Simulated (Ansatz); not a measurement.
**AlNH2F (SMILES [NH2][Al][F]) at U-r2SCAN0/STO-3G**

Aim: the energy change on altering one bond length of AlNH2F at U-r2SCAN0/STO-3G, from 2 runs. 

Program for the calculation: Ansatz 0.2.0.

62 further runs of the same task are left out: 3 that didn't finish, 59 set aside as unsound or not needed.

## Step 1: The molecule

AlNH2F has 5 atoms, charge 0, and is taken as a doublet. SMILES: `[NH2][Al][F]`. The coordinates come from a PBE0-D4/def2-TZVP relaxation. This is one conformer, not always the lowest.

Bond lengths: N1–Al2 1.765 Å, Al2–F3 1.658 Å, N1–H4 1.007 Å, N1–H5 1.009 Å. Angles: N1–Al2–F3 117.4°, Al2–N1–H4 124.8°, Al2–N1–H5 124.2°, H4–N1–H5 111.0°.

## Step 2: The energy at U-r2SCAN0/STO-3G

job.yaml reads:

```yaml
crystal:
  periodic: [false, false, false]
  atoms:
    - symbol: N
      position_ang: [-0.384700, 0.499000, -0.263800]
    - symbol: Al
      position_ang: [0.632000, -0.282800, 0.949500]
    - symbol: F
      position_ang: [1.228700, -1.786800, 0.590000]
    - symbol: H
      position_ang: [-0.804300, 1.408300, -0.162700]
    - symbol: H
      position_ang: [-0.621700, 0.088600, -1.154400]
basis:
  gaussian:
    orbitals: STO-3G
magnetization:
  spin_polarized: true
  initial_magnetization: 1
hamiltonian:
  xc: {name: r2SCAN0}
accuracy: high
```

The run is started by

```sh
ansatz run job.yaml --threads 1 --pin off --max-ram 2610MiB --events-out events.jsonl --progress --plain --runs-dir runs
```

Standard output:

```text
Warning: RAYON_NUM_THREADS=1 ignored (pool sized by the plan → 1); use --threads N
Functional definition: r2SCAN0
  name "r2SCAN0"
  parameter a = 0.25
  parameter k0 = 0.174
  parameter k1 = 0.065
  parameter a1 = 4.9479
  exchange = (1 - a)*r2scan_x(k0 = k0, k1 = k1, a1 = a1) + a*exact_x
  correlation = r2scan_c
378 factors; integrals over basis functions are off by at most 3.4e-8 eV
mean field evaluation 1: about -10692.1117 eV, gradient 1.9e1 eV
mean field evaluation 2: about -10691.1096 eV, gradient 2.4e1 eV
mean field evaluation 4: about -10694.8458 eV, gradient 1.0e0 eV
mean field evaluation 8: about -10694.8372 eV, gradient 8.0e-3 eV
mean field evaluation 16: about -10694.8372 eV, gradient 1.4e-6 eV
mean field -10694.83717816 eV, -393.0280170765 hartree, gradient 3.9e-8 eV, S^2 0.753406; 0 other end points of the search recorded, 0 dependent functions left out
reference -10694.83717878 eV, -393.0280170990 hartree; 16, 15 occupied and 5, 6 virtual orbitals, 378 factors
Total energy: -10694.83717878 eV, -393.0280170990 hartree
```

It took 5.1 s on 1 thread of Arm Neoverse V1, shared host; peak memory 0.24 GiB.

## Step 3: The distorted shape, same level

run.yaml reads:

```yaml
crystal:
  periodic: [false, false, false]
  atoms:
    - {symbol: "N", position_ang: [-0.325439, 0.601618, -0.041110]}
    - {symbol: Al, position_ang: [0.691261, -0.180182, 1.172190]}
    - {symbol: F, position_ang: [1.287961, -1.684182, 0.812690]}
    - {symbol: H, position_ang: [-0.745039, 1.510918, 0.059990]}
    - {symbol: H, position_ang: [-0.621700, 0.088600, -1.154400]}
basis:
  gaussian: {orbitals: STO-3G}
magnetization: {spin_polarized: true, initial_magnetization: 1}
hamiltonian: {xc: {name: r2SCAN0}}
accuracy: high
```

The run is started by

```sh
ansatz run run.yaml --threads 1 --pin off --max-ram 2610MiB --events-out events.jsonl --progress --plain --runs-dir runs
```

Standard output:

```text
Warning: RAYON_NUM_THREADS=1 ignored (pool sized by the plan → 1); use --threads N
Functional definition: r2SCAN0
  name "r2SCAN0"
  parameter a = 0.25
  parameter k0 = 0.174
  parameter k1 = 0.065
  parameter a1 = 4.9479
  exchange = (1 - a)*r2scan_x(k0 = k0, k1 = k1, a1 = a1) + a*exact_x
  correlation = r2scan_c
378 factors; integrals over basis functions are off by at most 4.4e-8 eV
mean field evaluation 1: about -10690.9823 eV, gradient 2.0e1 eV
mean field evaluation 2: about -10689.3207 eV, gradient 2.7e1 eV
mean field evaluation 4: about -10693.9635 eV, gradient 1.0e0 eV
mean field evaluation 8: about -10693.9418 eV, gradient 1.6e-2 eV
mean field evaluation 16: about -10693.9418 eV, gradient 1.8e-5 eV
mean field -10693.94176933 eV, -392.9951114089 hartree, gradient 5.4e-8 eV, S^2 0.754306; 0 other end points of the search recorded, 0 dependent functions left out
reference -10693.94176997 eV, -392.9951114322 hartree; 16, 15 occupied and 5, 6 virtual orbitals, 378 factors
Total energy: -10693.94176997 eV, -392.9951114322 hartree
```

Run time: 5.4 s. Hardware: 1 thread of Arm Neoverse V1, shared host; peak memory 0.24 GiB.

## Step 4: Outcome

At U-r2SCAN0/STO-3G:

| quantity | value |
| --- | --- |
| first shape: total energy | -393.02802 Eh |
| first shape: ⟨S²⟩ | 0.753 |
| distorted shape: total energy | -392.99511 Eh |
| distorted shape: ⟨S²⟩ | 0.754 |
| energy change with the N1–H5 bond stretched from 1.009 to 1.261 Å | 0.895 eV |

What this shows: With the N1–H5 bond stretched from 1.009 to 1.261 Å the energy rises by 0.90 eV (86.4 kJ/mol). The first shape isn't relaxed at this level, so the change isn't measured from a minimum. The minimal basis adds a large error of its own.
